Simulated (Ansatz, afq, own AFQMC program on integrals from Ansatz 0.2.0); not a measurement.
## SiH$_{3}$⁻, singlet in 6-31++G**, levels against CCSDT(Q)

```xyz
4

Si    0.0000    0.0000   -0.1058
H     1.7176   -0.0003    0.9826
H    -0.8586    1.4876    0.9826
H    -0.8590   -1.4874    0.9825
```

Basis 6-31++G**. Noble-gas cores (and the filled d shells of Ga–Kr and In–Xe) are frozen. AFQMC by an in-house program on the Cholesky factors that Ansatz 0.2.0 writes for its CCSD(T) run. ph-AFQMC/CISD is guided by a CISD state made of CCSD amplitudes; releasing the constraint for a short imaginary time cuts its bias at the price of noise, slowly where states lie close. Error bars are statistical, one sigma.

Determinant: RHF, the one that the program's search chose, which needn't be the lowest solution. The geometry is a point of a scan.

No full CI on the walks' own integrals is used here; CCSDT(Q) serves as the reference and is uncertain by about the last step of the cluster series.

Cautions: higher spins were not checked; raised T1 diagnostic (T1 0.024, weight of the determinant 0.87, largest double 0.06).

```
T1 diagnostic                               : 0.0237
weight of the determinant in the CISD state : 0.868
size of the correlated space                : 8 electrons in 36 orbitals
```

Reference: CCSDT(Q), correlation energy -4.078 eV. The released energy is read at 2.40 1/Eh (meV from the phaseless value at times in 1/Eh: 0 ± 13 at 0.24, -2 ± 10 at 0.51, -10 ± 10 at 0.99, -12 ± 12 at 1.62, -13 ± 13 at 2.40).

| level | E − E(reference) (mEh) | share of correlation (%) |
| --- | --- | --- |
| HF | 149.88 | 0.00 |
| MP2 | 40.19 | 73.19 |
| CCSD | 6.09 | 95.94 |
| CCSD(T) | 1.25 | 99.16 |
| CCSDT | 0.06 | 99.96 |
| ph-AFQMC/HF | 1.04 ± 2.76 | 99.30 |
| ph-AFQMC/CISD | 0.25 ± 0.42 | 99.83 |
| released AFQMC | -0.23 ± 0.49 | 100.15 |

A walk keeps the symmetry of its determinant, which the program's search chose and which needn't be the lowest solution, so a lower state of the same spin and another symmetry isn't excluded. Released energies are given only where the last usable release times agree within the noise; a slower fall can still hide under it.
